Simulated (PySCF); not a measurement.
Compound: 3,3-dimethyl-1-butyne, C6H10.
InChI=1S/C6H10/c1-5-6(2,3)4/h1H,2-4H3

Computed with CAM-B3LYP/def2-SVPD in PySCF (dipole) on a GFN2-xTB geometry, gas phase.

Take the most abundant isotopes and a rigid rotor. 

Task: Give the principal moments of inertia and the rotational constants in MHz.

Result: Ia = 110.66, Ib = 185.02, Ic = 185.04 u·Å²; 505379 MHz·u·Å²/I gives A = 4567, B = 2731, C = 2731 MHz.

Task: Classify the top.

Result: A prolate symmetric top, as the point group C3v requires two equal moments; Ray's κ = -1.000.

Task: Where do the R-branch lines fall?

Result: The dipole of 0.69 D lies along the symmetry axis, so ΔK = 0 and J+1 ← J falls at 2B(J+1) for every K: 5.46 GHz, 10.93 GHz, 16.39 GHz, 21.85 GHz, 27.31 GHz for J = 0 to 4.

Task: Estimate the classical rotational partition function at 50 K, 100 K and 298.15 K.

Result: Point group C3v, symmetry number σ = 3; q = (√π/σ)·√((kT/h)³/(ABC)), k/h = 20836.6 MHz/K: 3400 at 50 K, 9630 at 100 K, 49600 at 298.15 K.

Whether it is a minimum is left open (no frequencies). No vibrational averaging or centrifugal distortion is included, and the geometry carries the error of its method.
